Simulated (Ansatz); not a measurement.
Gas-phase electronic energies from Ansatz, PBE0-D4/def2-TZVP geometries. CBS: MP2 limit from def2 TZ/QZ plus the TZ coupled-cluster correction, frozen cores. This one scheme is used for every species. DFT in def2-TZVPP. HSE06 is defined as in plane-wave codes. One conformer a species, not always the lowest.

Consider the formal exchange of groups at a B–B bond: `BBCl` + `[OH][AlH2]` → `[BH2][AlH][OH]` + `BCl`.

Q: Is it downhill or uphill in electronic energy at CCSD(T)/CBS, and by how much? (Best estimate.)

A: The calculation gave: Uphill: ΔE = +19.7 kJ/mol.

Q: What do these levels give: r2SCANh-D4, r2SCAN0-D4, HSE06-D4, BHLYP-D4, PBE-QIDH, r2SCANh, HF/def2-SVP, CCSD/def2-SVP, CCSD(T)/def2-SVP, CCSD/def2-TZVPP, SCS-MP2/def2-QZVPP, MP2/CBS(def2)? (An estimate is asked.)

A: The calculation gave: r2SCANh-D4 27.0, r2SCAN0-D4 25.6, HSE06-D4 23.8, BHLYP-D4 23.0, PBE-QIDH 21.4, r2SCANh 26.9, HF/def2-SVP 16.3, CCSD/def2-SVP 15.5, CCSD(T)/def2-SVP 15.7, CCSD/def2-TZVPP 17.8, SCS-MP2/def2-QZVPP 19.9, MP2/CBS(def2) 22.1 kJ/mol.

Largest T1 diagnostic among the species: 0.012.

Leaving LDA and LC-ωPBE aside and taking each functional with its dispersion term where it has one, the values, not all of them listed here, spread over 20.3 kJ/mol, from PBE-QIDH to B97M-V. LDA lies +6.5 kJ/mol from PBE without D4. At CCSD(T), def2-SVP lies −4.0 kJ/mol from the extrapolated value and def2-TZVPP −1.5 kJ/mol.
